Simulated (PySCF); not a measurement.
SiF₂.
Z-matrix (Å and degrees, PBE0-D3(BJ)/def2-SVP geometry), rows numbered from 1:
```
Si
F   1  1.6271
F   1  1.6270  2  100.15
```

Level of theory: PBE0-D3(BJ)/def2-SVP geometry optimisation, gas phase in PySCF 2.14.0.

Masses are those of the commonest isotopes; rigid-rotor values at the optimised geometry. 

(1) What are A, B and C (cm⁻¹)?

(2) Classify the top.

(3) Give the coordinates in the principal-axis frame, origin at the centre of mass.

(4) List the rotational levels J(Ka,Kc) to J = 4 (MHz).

(5) Predict some low-J microwave lines.

Results:

(1) Ia = 17.57, Ib = 59.16, Ic = 76.73 u·Å²; 505379 MHz·u·Å²/I gives 28766, 8542 and 6586 MHz, that is A = 0.95952, B = 0.28494, C = 0.21970 cm⁻¹.

(2) An asymmetric top. Ray's parameter κ = (2B − A − C)/(A − C) = -0.824; −1 is the prolate and +1 the oblate limit.

(3) The sense of each axis is arbitrary; atoms in the order of the calculation.
```
atom  mass (u)   a (Å)   b (Å)  c (Å)
 Si1    27.977   0.000   0.601  0.000
  F2    18.998   1.248  -0.443  0.000
  F3    18.998  -1.248  -0.443  0.000
```

(4) Above 0(0,0):
J = 1: 1(0,1) 15129, 1(1,1) 35352, 1(1,0) 37308
J = 2: 2(0,2) 45251, 2(1,2) 63654, 2(1,1) 69522, 2(2,1) 130191, 2(2,0) 130326
J = 3: 3(0,3) 90102, 3(1,3) 106025, 3(1,2) 117754, 3(2,2) 175578, 3(2,1) 176249, 3(3,1) 281665, 3(3,0) 281671
J = 4: 4(0,4) 149303, 4(1,4) 162374, 4(1,3) 181893, 4(2,3) 235988, 4(2,2) 237973, 4(3,2) 342434, 4(3,1) 342475, 4(4,1) 490612, 4(4,0) 490612
The levels of one J sum to (2J + 1)J(J + 1)(A + B + C)/3.

(5) The dipole components are |μa| = 0.00 D, |μb| = 1.18 D, |μc| = 0.00 D; the symmetry axis of this C2v structure is b, so μa and μc vanish by symmetry and there are no a-type or c-type lines. Some lines, for components of 0.1 D or more:

| type | branch | J(Ka,Kc) | MHz | lower level (cm⁻¹) |
| --- | --- | --- | --- | --- |
| b | R | 3(0,3) ← 2(1,2) | 26448 | 2.123 |
| b | Q | 5(1,4) ← 5(0,5) | 39353 | 7.419 |
| b | Q | 5(2,3) ← 5(1,4) | 54070 | 8.732 |
| b | Q | 4(2,2) ← 4(1,3) | 56080 | 6.067 |
| b | R | 3(1,3) ← 2(0,2) | 60773 | 1.509 |
| b | Q | 2(2,0) ← 2(1,1) | 60805 | 2.319 |
| b | R | 2(2,1) ← 1(1,0) | 92883 | 1.244 |
| b | Q | 5(3,2) ← 5(2,3) | 102804 | 10.535 |
| b | Q | 3(3,1) ← 3(2,2) | 106088 | 5.857 |
| b | Q | 4(3,2) ← 4(2,3) | 106446 | 7.872 |
| b | Q | 5(3,3) ← 5(2,4) | 107152 | 10.385 |
| b | R | 3(2,1) ← 2(1,2) | 112595 | 2.123 |
| b | R | 4(2,2) ← 3(1,3) | 131948 | 3.537 |
| b | Q | 5(4,2) ← 5(3,3) | 148072 | 13.959 |
| b | Q | 4(4,1) ← 4(3,2) | 148178 | 11.422 |
| b | R | 3(3,1) ← 2(2,0) | 151339 | 4.347 |
| b | R | 3(3,0) ← 2(2,1) | 151480 | 4.343 |
| b | R | 5(2,3) ← 4(1,4) | 153468 | 5.416 |
| b | R | 5(3,3) ← 4(2,2) | 180511 | 7.938 |
| b | Q | 5(5,0) ← 5(4,1) | 190530 | 18.898 |
| b | R | 5(4,1) ← 4(3,2) | 224124 | 11.422 |
| b | R | 5(5,0) ← 4(4,1) | 266476 | 16.365 |

Not checked by PBE0-D3(BJ)/def2-SVP frequencies. Constants of a rigid frame at the computed geometry: no zero-point averaging, no centrifugal distortion.
